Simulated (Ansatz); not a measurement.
Coupled-cluster diagnostics for the cluster P₃ (the lowest doublet isomer of a short search), Ansatz.

Geometry of the doublet (PBE0-D4/def2-TZVP):

```xyz
3

P     0.607   -0.817    0.559
P    -0.777   -0.378   -0.913
P     0.170    1.195    0.353
```

Correlated methods freeze 15 core orbitals. At PBE0-D4/def2-TZVPD a triplet of charge -1 lies 0.61 eV below the restricted singlet at the same geometry. The structure comes from a short search, and lower isomers may exist.

Geometry of the charge 0 quartet (PBE0-D4/def2-TZVP):

```xyz
3

P    -0.5201   -1.0164   -0.2415
P    -0.5686    1.0691   -0.4551
P     1.0887   -0.0527    0.6966
```

Task: Estimate the CCSD(T) correlation energy, the shares of MP2 and (T), T1 and the reference's ⟨S²⟩ for: charge 0, doublet, own geometry in def2-TZVPP; charge 0, doublet, own geometry in def2-TZVPD; charge 0, quartet, own geometry in def2-TZVPP; charge 1, singlet, vertical in def2-TZVPP; charge -1, singlet, vertical in def2-TZVPD; and the rough time on 4 threads of Intel Xeon on a shared host.

Result: 
```
                          state       basis  correlation (eV)  MP2 share (%)  (T) share (%)     T1  ⟨S²⟩ (pure)  wall time                            remarks
charge 0, doublet, own geometry  def2-TZVPP           -12.345           84.3            6.6  0.049  1.13 (0.75)       15 s        large T1, spin-contaminated
charge 0, doublet, own geometry  def2-TZVPD           -12.260           83.9            6.7  0.049  1.13 (0.75)       14 s        large T1, spin-contaminated
charge 0, quartet, own geometry  def2-TZVPP           -11.979           86.0            6.5  0.024  3.84 (3.75)       14 s                                  –
    charge 1, singlet, vertical  def2-TZVPP           -12.226           87.7            6.9  0.018  0.00 (0.00)      5.5 s                                  –
   charge -1, singlet, vertical  def2-TZVPD           -13.729           88.9            7.4  0.026  0.00 (0.00)       17 s  large T1, restricted SCF unstable
```
Customary marks for T1 are 0.02 (closed shells), 0.045 (open shells) and about 0.05 (3d metals). T1 exceeds 0.02 in 4 of 5 rows and 0.045 in 2; the higher it lies, the less the single-reference result can be trusted.
